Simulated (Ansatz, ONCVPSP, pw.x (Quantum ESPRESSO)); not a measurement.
**pw.x on bcc Pt: one setting changed**

Potential: optimised norm-conserving Vanderbilt (ONCV), ONCVPSP 4.0.1.1 (patched build), LDA (Perdew-Wang 92); core [Kr] 4d10 4f14, reference 5s2 5p6 5d9 6s1; waves: 5s+6s: rc 1.75 bohr, ncon 5, nbas 9, qcut 5.2 1/bohr, 2 projectors; 5p: rc 1.35 bohr, ncon 4, nbas 8, qcut 10.2 1/bohr, 2 projectors, debl 0.5 Ha; 5d: rc 2.30 bohr, ncon 4, nbas 8, qcut 5.3 1/bohr, 2 projectors, debl 0.4 Ha; f scattering state at 0.24 Ha: rc 2.10 bohr, ncon 4, nbas 7, qcut 5.3 1/bohr, 2 projectors, debl 0.7 Ha; local part: polynomial inside 1.35 bohr (lpopt 5, dvloc0 -1 Ha); core correction: Teter function, fcfact 2, rcfact 1.65. In the p channel the program set the typed energies aside and used -2.068, 0.250 Ha.

The reference run (k-mesh 15³, cutoffs 160/640 Ry, Fermi–Dirac 0.01 Ry, mixing_beta 0.4, conv_thr 1e-9, no spin) gives -2.19 GPa at 15.016 Å³/atom, where all-electron LAPW gives -1.65 GPa. This run, with its own iteration cap, changes conv_thr to 1e-12.

```
&control
  calculation='scf', prefix='x', pseudo_dir='./', outdir='./tmp', tstress=.true., disk_io='none'
/
&system
  ibrav=0, nat=1, ntyp=1, ecutwfc=160, ecutrho=640, nbnd=17,
  occupations='smearing', smearing='fd', degauss=0.01
/
&electrons
  conv_thr=1e-12, mixing_beta=0.4, electron_maxstep=70
/
ATOMIC_SPECIES
Pt 1.0 Pt.UPF
CELL_PARAMETERS angstrom
  -1.55416845 1.55416845 1.55416845
  1.55416845 -1.55416845 1.55416845
  1.55416845 1.55416845 -1.55416845
ATOMIC_POSITIONS crystal
Pt 0.0000 0.0000 0.0000
K_POINTS automatic
15 15 15 0 0 0
```

```bash
pw.x < Pt.scf.in > Pt.scf.out
```

Task: How does the run end?

Result: It converges in 10 iterations; the free energy moves by +0.0 meV/atom and the pressure by -0.02 GPa. The result is that of the reference run.

```
Message from routine setup:
     using ibrav=0 with symmetry is DISCOURAGED, use correct ibrav instead
     lattice parameter (alat)  =       5.0870  a.u.
     unit-cell volume          =     101.3330 (a.u.)^3
     number of electrons       =        18.00
     number of Kohn-Sham states=           17
     kinetic-energy cutoff     =     160.0000  Ry
     charge density cutoff     =     640.0000  Ry
     scf convergence threshold =      1.0E-12
     Exchange-correlation= SLA  PW   NOGX NOGC
     number of k points=   120  Fermi-Dirac smearing, width (Ry)=  0.0100
     iteration #  1     ecut=   160.00 Ry     beta= 0.40
     total energy              =    -249.50877358 Ry
     estimated scf accuracy    <       0.07265941 Ry
     iteration #  2     ecut=   160.00 Ry     beta= 0.40
     total energy              =    -249.51691863 Ry
     estimated scf accuracy    <       0.00362854 Ry
     iteration #  3     ecut=   160.00 Ry     beta= 0.40
     total energy              =    -249.51707659 Ry
     estimated scf accuracy    <       0.00048676 Ry
     iteration #  4     ecut=   160.00 Ry     beta= 0.40
     total energy              =    -249.51711616 Ry
     estimated scf accuracy    <       0.00000678 Ry
     iteration #  5     ecut=   160.00 Ry     beta= 0.40
     total energy              =    -249.51711786 Ry
     estimated scf accuracy    <       0.00000051 Ry
     iteration #  6     ecut=   160.00 Ry     beta= 0.40
     total energy              =    -249.51711788 Ry
     estimated scf accuracy    <       0.00000002 Ry
     iteration #  7     ecut=   160.00 Ry     beta= 0.40
     total energy              =    -249.51711788 Ry
     estimated scf accuracy    <          7.7E-10 Ry
     iteration #  8     ecut=   160.00 Ry     beta= 0.40
     total energy              =    -249.51711788 Ry
     estimated scf accuracy    <          2.4E-11 Ry
     iteration #  9     ecut=   160.00 Ry     beta= 0.40
     total energy              =    -249.51711788 Ry
     estimated scf accuracy    <          3.2E-12 Ry
     iteration # 10     ecut=   160.00 Ry     beta= 0.40
     the Fermi energy is    23.4685 ev
!    total energy              =    -249.51711788 Ry
     estimated scf accuracy    <          8.7E-14 Ry
     smearing contrib. (-TS)   =      -0.00402968 Ry
     The total energy is F=E-TS. E is the sum of the following terms:
     one-electron contribution =     -48.45202882 Ry
     hartree contribution      =      36.13373178 Ry
     xc contribution           =     -36.45753911 Ry
     ewald contribution        =    -200.73725205 Ry
     convergence has been achieved in  10 iterations
          total   stress  (Ry/bohr**3)                   (kbar)     P=      -22.13
     Message from routine punch:
     Nothing written, as per user request (disk_io='none')
```

The run took about 4.8 min on one core of a shared host (Neoverse-N1, 64 threads, 124 GiB, load 52).
